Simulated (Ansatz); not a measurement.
A nudged elastic band was laid between two geometries of BClH2 + H4Si (9 atoms, charge 0, multiplicity 1).

Level of theory: Ansatz 0.2.0, RKS r2SCAN/def2-SVP.

```yaml
movable_images: 5
climbing_image: yes
spring: 5.0 eV/Å²
optimiser: quadratic models (default)
start_path: through a guess of the saddle point
force_threshold: 0.05 eV/Å
iteration_limit: 60
end_points: relaxed
```

First end point:

```xyz
9
Properties=species:S:1:pos:R:3
B 0.056 -0.418 0.059
H -0.037 -0.984 1.117
Cl 1.674 -0.277 -0.650
H -0.883 -0.167 -0.650
Si 0.455 2.500 1.021
H 1.776 2.289 1.674
H 0.609 2.957 -0.386
H -0.382 3.455 1.804
H -0.261 1.170 1.006
```

Last end point:

```xyz
9
Properties=species:S:1:pos:R:3
B 0.285 0.650 -0.453
H -0.548 -0.763 1.990
Cl 1.683 -0.289 -0.944
H -0.789 0.210 -0.783
Si 0.561 2.394 0.532
H 1.691 2.292 1.506
H 0.921 3.438 -0.482
H -0.667 2.854 1.250
H -0.130 -0.262 2.379
```

Task: Which bonds break or form, and what moves?

Result: Bonds broken: B1–H2, Si5–H9. Bonds formed: B1–Si5, H2–H9. BClH2 + H4Si becomes BClH4Si + H2.

Task: Give the energies along the band, and the barrier.

Result: The run converged. The highest image is number 4 of 0 to 6, 13.1 kcal/mol above the first end and 2.7 kcal/mol above the last; the last end lies 10.4 kcal/mol above the first. A vibrational analysis at the climbing image gives one clearly imaginary mode, 423i cm⁻¹: a first-order saddle point. The orbitals stay closed-shell, which can raise the energy where a bond breaks towards radicals; this wasn't checked here.

```
image  path coordinate (Å)  energy (kcal/mol)  B1–H2 (Å)  Si5–H9 (Å)  B1–Si5 (Å)
    0                 0.00                0.0       1.20        1.51        3.10
    1                 1.15               -0.1       1.21        1.55        2.56
    2                 2.30                0.0       1.21        1.53        2.77
    3                 3.44                2.8       1.23        1.72        2.23
    4                 4.59               13.1       1.81        2.67        2.03
    5                 5.26               11.0       2.42        3.06        2.02
    6                 5.93               10.4       2.94        3.31        2.02
```

Task: What is the geometry of the highest image?

Result: 
```xyz
9
Properties=species:S:1:pos:R:3
B 0.236 0.472 -0.020
H -0.423 -0.552 1.314
Cl 1.654 -0.441 -0.603
H -0.839 0.150 -0.471
Si 0.523 2.362 0.661
H 1.725 2.472 1.546
H 0.741 3.238 -0.532
H -0.664 2.881 1.414
H 0.055 -0.058 1.686
```

Task: What are the harmonic wavenumbers there?

Result: 423i, 117, 164, 314, 362, 452, 503, 558, 641, 745, 816, 878, 931, 940, 1003, 1028, 2202, 2210, 2213, 2597, 4018 cm⁻¹.

Time of the run: 4.2 min on 2 threads of Arm Neoverse V1 (shared host), peak memory 0.16 GiB.
